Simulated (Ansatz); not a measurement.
# BHClO (SMILES O[B]Cl): methods side by side

BHClO has 4 atoms, charge 0, and is taken as a doublet. As SMILES, `O[B]Cl`. Geometry: relaxed at PBE0-D4/def2-TZVP.

```xyz
4

O     0.5456    0.1911   -0.5893
B    -0.4299    0.0656    0.3126
Cl   -0.5572   -1.3232    1.3529
H     0.4970    1.0062   -1.0965
```

Quantity: the energy change with the O1–H4 bond stretched from 0.961 to 1.202 Å, in eV. The values are calculated.

```csv
level,kind,program,value (eV),less FCI/STO-3G,CPU time (all runs)
USVWN5/STO-3G,LDA,Ansatz,0.48,-0.03,1.9 s
UBLYP/STO-3G,GGA,Ansatz,0.36,-0.15,3.1 s
UBHLYP/STO-3G,global hybrid,Ansatz,0.76,+0.25,3.5 s
U-wB97X/STO-3G,range-separated hybrid,Ansatz,0.65,+0.14,16 s
UHSE06/STO-3G,range-separated hybrid,Ansatz,0.62,+0.11,4.3 s
UB2PLYP/STO-3G,double hybrid,Ansatz,0.61,+0.10,3.9 s
UMP2/STO-3G,perturbation theory,Ansatz,0.67,+0.16,0.27 s
UCCSDT(Q)/STO-3G,coupled cluster or CI,Ansatz,0.51,0.00,2.9 s
UCCSDTQ/STO-3G,coupled cluster or CI,Ansatz,0.51,0.00,2.5 min
FCI/STO-3G,exact in the basis,Ansatz,0.51,0.00,13 s
```

FCI/STO-3G is exact within its basis and frozen core, so for wave-function methods in that basis the difference is their error; functionals converge differently with the basis, so for them it is only a difference. The first shape isn't each level's own minimum. The values span 0.36 to 0.76 eV. All rows use very small basis sets, so none should be taken for the real molecule's value. Times are those of the runs behind each value, whatever else they computed, on shared processors of several kinds: orders of magnitude only.
